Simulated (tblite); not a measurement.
# doublet Al2H3Cl−: GFN2-xTB (coupling 0.02 1/fs, VelocityVerlet dynamics, md temperature 200 K, start temperature 200 K)

Aim: a short trajectory of doublet Al2H3Cl−. 

The results are computed with tblite 0.8.0.

7 further runs of the same task are left out: 1 that didn't finish, 6 set aside as unsound or not needed.

### 1 The system as given

Al2H3Cl−: 6 atoms, total charge -1, spin state doublet. SMILES of the parent species: `[AlH2][AlH][Cl]`. Geometry: a rough force-field guess. That shape belongs to the parent species and isn't relaxed for this state. The run starts from this shape.

Bond lengths: Al1–Al2 2.433 Å, Al2–Cl3 2.197 Å, Al1–H4 1.567 Å, Al1–H5 1.651 Å, Al2–H6 1.582 Å. Angles: Al1–Al2–Cl3 120.2°, Al1–Al2–H6 119.3°, Cl3–Al2–H6 120.5°, Al2–Al1–H4 121.9°, Al2–Al1–H5 120.4°, H4–Al1–H5 117.7°.

### 2 A short trajectory at GFN2-xTB (coupling 0.02 1/fs, VelocityVerlet dynamics, md temperature 200 K, start temperature 200 K)

The input, input.xyz:

```xyz
6

Al    -0.827200     0.192400    -0.925500
Al     0.807900    -0.385800     0.781200
Cl     1.305200     1.052900     2.366000
H     -1.182900    -0.787100    -2.095700
H     -1.574600     1.664200    -0.902300
H      1.513700    -1.800700     0.730100
```

The input, xtb_job.py:

```python
# GFN2-xTB molecular dynamics with ASE
import json
import numpy as np
from ase.io import read
from tblite.ase import TBLite
from ase.units import Hartree
from ase.units import Debye
from ase import units
from ase.md.velocitydistribution import MaxwellBoltzmannDistribution, Stationary, ZeroRotation
from ase.md.verlet import VelocityVerlet

system = read("input.xyz")
start = system.get_positions()

system.calc = TBLite(
    method="GFN2-xTB",
    charge=-1,
    multiplicity=2,
    mixer_damping=0.05,
    verbosity=0,
)
MaxwellBoltzmannDistribution(system, temperature_K=200, rng=np.random.default_rng(555))
Stationary(system)
ZeroRotation(system)
dyn = VelocityVerlet(system, timestep=0.25 * units.fs, trajectory="md.traj", logfile="-", loginterval=10)
dyn.run(400)
print(f"Potential energy: {system.get_potential_energy() / Hartree:.6f} Eh")
print(f"Dipole: {np.linalg.norm(system.get_dipole_moment()) / Debye:.4f} D")
print("Charges:", np.round(system.get_charges(), 4))
print("Final positions (angstrom):")
for a in system:
    print(f"{a.symbol:<2} {a.x:12.6f} {a.y:12.6f} {a.z:12.6f}")
json.dump(dict(energy=system.get_potential_energy(), forces=system.get_forces().tolist(), dipole=system.get_dipole_moment().tolist(), charges=system.get_charges().tolist(),
               symbols=system.get_chemical_symbols(), start=start.tolist(), final=system.positions.tolist()), open("results.json", "w"))
```

On the command line:

```bash
$ python xtb_job.py
```

What values should one expect? Wanted: potential energy of the last frame.

Computed results:

At GFN2-xTB (coupling 0.02 1/fs, VelocityVerlet dynamics, md temperature 200 K, start temperature 200 K):

```
                          quantity        value
potential energy of the last frame  -8.41603 Eh
```

**Reading.** Mulliken charges run from -0.48 on Cl3 to +0.19 on Al1. The run spans only 100 fs, so it is not equilibrated: the temperature averages 440 K over its second half, against 189 K at the start.
